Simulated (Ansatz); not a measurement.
`CC(C)C(C)(C)C` and `CC(C)(C)C` differ in one atom or group.

Ansatz, PBE0-D4/def2-TZVP geometries, multiplicity 1. 

| property | `CC(C)C(C)(C)C` |
| --- | --- |
| HOMO–LUMO gap (PBE0/def2-TZVPP) / eV | 9.52 |
| size of the dipole moment (B3LYP/def2-TZVPP) / D | 0.07 |
| HOMO–LUMO gap (ωB97M-V/def2-TZVPP) / eV | 13.22 |
| size of the dipole moment (PBE/def2-TZVPP) / D | 0.08 |
| size of the dipole moment (ωB97M-V/def2-TZVPP) / D | 0.07 |
| HOMO energy (B3LYP/def2-TZVPP) / eV | -8.30 |

**Question.** What does the change do to each property? (An estimate is asked.)

**Answer.** The calculation gave: 
| property | `CC(C)(C)C` | shift |
| --- | --- | --- |
| HOMO–LUMO gap (PBE0/def2-TZVPP) / eV | 9.98 | 0.46 |
| size of the dipole moment (B3LYP/def2-TZVPP) / D | 0.00 | -0.07 |
| HOMO–LUMO gap (ωB97M-V/def2-TZVPP) / eV | 13.70 | 0.48 |
| size of the dipole moment (PBE/def2-TZVPP) / D | 0.00 | -0.08 |
| size of the dipole moment (ωB97M-V/def2-TZVPP) / D | 0.00 | -0.07 |
| HOMO energy (B3LYP/def2-TZVPP) / eV | -8.80 | -0.50 |

With PBE0 the HOMO falls by 0.51 eV and the LUMO falls by 0.05 eV, so the gap widens by about 0.46 eV. PBE moves the HOMO by -0.46 eV and ωB97M-V by -0.54 eV.

B3LYP here is the variant with VWN-RPA as its local correlation; programs differ in this.
